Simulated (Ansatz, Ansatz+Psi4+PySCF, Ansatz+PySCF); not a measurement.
```xyz
5

F     0.0000   -0.0998   -1.8633
C     0.0000    0.4994   -0.6936
C     0.0000   -0.0076    0.5174
H     0.0000    0.6437    1.3795
H     0.0000   -1.0357    0.6599
```

Basis set: cc-pVTZ (spherical functions). Correlated methods keep 3 orbitals frozen. Correlation on ROHF uses semicanonical orbitals with singles. Charge 0, multiplicity 2.

Computed with Ansatz (development build ahead of 0.2.0); each method stands on the lowest determinant of its kind that the runs found.

Give the atomization energy at this shape (free ground-state atoms in the same class of orbitals less the molecule, no zero-point energy) of doublet C₂H₂F by ROHF-CCSD(T), ROHF-MP2, UHF-MP2, ROHF, UHF.

```tsv
method	atomization energy
ROHF-CCSD(T)	439.50 kcal/mol
ROHF-MP2	450.79 kcal/mol
UHF-MP2	445.65 kcal/mol
ROHF	328.77 kcal/mol
UHF	324.68 kcal/mol
```

Caution for ROHF-MP2, UHF-MP2: forces differ strongly between restricted and unrestricted references. Caution for UHF-MP2, UHF: the unrestricted determinant is spin contaminated.
